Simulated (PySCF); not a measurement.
Compound: C3H5OS2 (charge -1).
Geometry (PBE0-D3(BJ)/def2-SVP, Å), atoms numbered from 1 in this order:
```
atom  x, y, z in Å
C1     1.9132   -0.0091    0.1451
S2     0.7824    1.3215   -0.3172
C3    -0.7431    0.7361    0.4836
C4    -1.3363   -0.6136   -0.0005
O5    -0.6618   -1.3351   -0.7297
S6    -2.9004   -0.9019    0.6434
H7     2.8716    0.1728   -0.3643
H8     1.4734   -0.9582   -0.1927
H9     2.0882   -0.0328    1.2339
H10   -0.5910    0.6751    1.5744
H11   -1.4909    1.5251    0.3211
```

Level of theory: PBE0-D3(BJ)/def2-SVP geometry optimisation, gas phase (PySCF).

Masses are those of the commonest isotopes; rigid-rotor values at the optimised geometry. The values belong to one conformer with, in the numbering `[CH3:1][S:2][CH2:3][C:4](=[O:5])[S-:6]`, C1–S2–C3–C4 -63°, S2–C3–C4–O5 12°.

(1) What are A, B and C (MHz)?

(2) Classify the top.

(3) Is it planar, by Δ = Ic − Ia − Ib?

(4) Which types of transition are allowed, and where do some lines up to J = 5 fall?

## Answers

(1) Ia = 89.32, Ib = 424.02, Ic = 474.59 u·Å²; 505379 MHz·u·Å²/I gives A = 5658, B = 1192, C = 1065 MHz.

(2) A near-prolate asymmetric top; Ray's κ = -0.945.

(3) Not planar: Δ = Ic − Ia − Ib = -38.75 u·Å². For a rigid frame Δ = −2 Σ m c², so Σ m c² = 19.37 u·Å² lies off the ab plane: 5.28 from hydrogen and 14.09 from heavier atoms. The atom farthest from that plane is 1.77 Å away.

(4) The dipole components (about the centre of mass, as the species is charged) are |μa| = 5.52 D, |μb| = 1.05 D, |μc| = 1.26 D. The squared components, which scale the intensities, stand as 1.00 : 0.04 : 0.05 (a : b : c). Some of the stronger lines:

```csv
type,branch,"J(Ka,Kc)",MHz,lower level (cm⁻¹)
a,Q,"3(1,2) ← 3(1,3)",762,0.590
a,Q,"5(1,4) ← 5(1,5)",1904,1.248
a,R,"2(1,2) ← 1(1,1)",4387,0.224
a,R,"2(0,2) ← 1(0,1)",4511,0.075
a,R,"3(1,3) ← 2(1,2)",6578,0.371
a,R,"4(1,4) ← 3(1,3)",8768,0.590
a,R,"4(3,2) ← 3(3,1)",9032,1.812
a,R,"4(3,1) ← 3(3,0)",9032,1.812
a,R,"5(2,4) ← 4(2,3)",11278,1.357
a,R,"5(4,2) ← 4(4,1)",11290,3.170
```

Stationary, but not proved a minimum. The geometry's basis has no diffuse functions, a weakness for an anion. No vibrational averaging or centrifugal distortion is included, and the geometry carries the error of its method. A rigid rotor knows nothing of internal rotation, which can split or shift real lines.

Time: 52 s of wall time; peak memory 0.53 GiB. Hardware: Arm Neoverse V2, one thread, shared host. These figures are those of the optimisation.
